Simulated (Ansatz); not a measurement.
Energy needed to pull apart BSiH$_{5}$ (SMILES B[SiH3]), closed shell, into free ground-state atoms, from the structure below (displaced at random from a GFN2-xTB minimum); no zero-point or spin–orbit terms; open-shell atoms are treated unrestricted, in their ground-state multiplicity.

```xyz
7
angstrom
B -0.2126 -1.2984 0.1549
Si 0.0915 0.7430 -0.1888
H -1.0869 -1.7096 0.2890
H 0.8534 -1.8866 0.3377
H -0.6310 1.0581 -1.3943
H -0.5702 1.5552 0.9850
H 1.3859 1.2908 -0.2872
```

Program: Ansatz 0.2.0. Basis: def2-TZVPP. Cores are frozen in the correlated methods.

| method | atomization energy (eV) |
| --- | --- |
| SPW92 | 21.95 |
| PBE-D4 | 19.83 |
| r2SCAN-D4 | ? |
| PBE0-D4 | ? |
| wB97X-V | 20.23 |
| wB97M-V | 20.16 |
| HF | 15.75 |
| MP2 | 19.40 |
| CCSD | 19.51 |
| CCSD(T) | 19.62 |

(1) What does r2SCAN-D4 give? (Judge from chemistry; the value comes from the calculation.)

(2) What does PBE0-D4 give? (To be estimated.)

T1 diagnostic: at most 0.012.

## Answers

(1) Computed: 20.13 eV, which is about 0.51 eV more than CCSD(T)/def2-TZVPP.

(2) By the calculation: 19.87 eV, which is about 0.25 eV more than CCSD(T)/def2-TZVPP.

In triple zeta the MP2 and coupled-cluster atomization energies are still short of their basis limit by a few kcal/mol a bond, whereas those of the functionals are nearly converged, so these differences are not deviations from converged CCSD(T).

For scale, one of the runs: CCSD(T)/def2-TZVPP forces, 143 basis functions, launched by `ansatz run in.yaml --threads 4 --pin off --events-out ev --progress --plain --max-ram 5222MiB`. Hardware: 4 CPU threads of an AMD EPYC 9R45, shared host. Wall time 10 s; peak host memory 1.5 GiB.
